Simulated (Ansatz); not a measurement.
**Counterpoise correction, worked out**

The pair of HF (SMILES F, atoms 1–2) and C$_{2}$H$_{6}$ (SMILES CC, atoms 3–10), both closed shells, in one local arrangement (a lower one may exist), relaxed at PBE0-D4/def2-TZVP:

| atom | x (Å) | y (Å) | z (Å) |
| --- | --- | --- | --- |
| F1 | -0.1040 | -0.0411 | -2.7268 |
| H2 | 0.2662 | 0.1810 | -1.9093 |
| C3 | -0.6322 | -0.4038 | 0.8198 |
| C4 | 0.5842 | 0.3642 | 0.3329 |
| H5 | -1.2319 | -0.7742 | -0.0146 |
| H6 | -0.3385 | -1.2650 | 1.4232 |
| H7 | -1.2765 | 0.2279 | 1.4346 |
| H8 | 1.1899 | 0.7377 | 1.1612 |
| H9 | 0.2959 | 1.2437 | -0.2543 |
| H10 | 1.2468 | -0.2704 | -0.2669 |

Ansatz 0.2.0; basis: def2-TZVPPD; cores frozen in the correlated methods.

CCSD(T) total energies in eV:

| system | geometry | basis functions | energy |
| --- | --- | --- | --- |
| pair | pair | all | -4898.81556 |
| HF | as in the pair | all (partner as ghosts) | -2730.62486 |
| C$_{2}$H$_{6}$ | as in the pair | all (partner as ghosts) | -2168.12147 |
| HF | as in the pair | its own | -2730.61261 |
| C$_{2}$H$_{6}$ | as in the pair | its own | -2168.11455 |
| HF | free (PBE0-D4 minimum) | its own | -2730.61345 |
| C$_{2}$H$_{6}$ | free (PBE0-D4 minimum) | its own | -2168.11947 |

Q: Work out the interaction energy with and without the counterpoise correction, the superposition error, and the binding energy from the relaxed fragments.

A: Without correction: -4898.81556 − (-2730.61261) − (-2168.11455) = -0.08840 eV.
With correction (each fragment in the whole basis): -4898.81556 − (-2730.62486) − (-2168.12147) = -0.06923 eV = -1.60 kcal/mol.
The superposition error is the difference, 0.01917 eV, 22 % of the uncorrected value: each fragment borrows its partner's functions.
Deformation from the free shapes: 0.00084 eV for HF and 0.00492 eV for C$_{2}$H$_{6}$.
Binding energy from relaxed fragments: -0.06923 + 0.00084 + 0.00492 = -0.06347 eV = -1.46 kcal/mol (electronic, without zero-point energy; negative means bound). For comparison, the corrected interaction energy by CCSD(T) at an estimated basis limit (MP2 extrapolated from triple and quadruple zeta, plus CCSD(T) − MP2 in triple zeta) is -0.081 eV; triple zeta with the correction binds less.

T1 diagnostic: at most 0.011.

For scale, one of the runs: CCSD(T)/def2-TZVPPD, 233 basis functions, launched by `ansatz run in.yaml --threads 4 --pin off --events-out ev --progress --plain --max-ram 9574MiB`. Time: 25 s of wall clock on 4 CPU threads of an Intel Xeon 6975P-C; the host was shared. Peak host memory: 4.7 GiB.
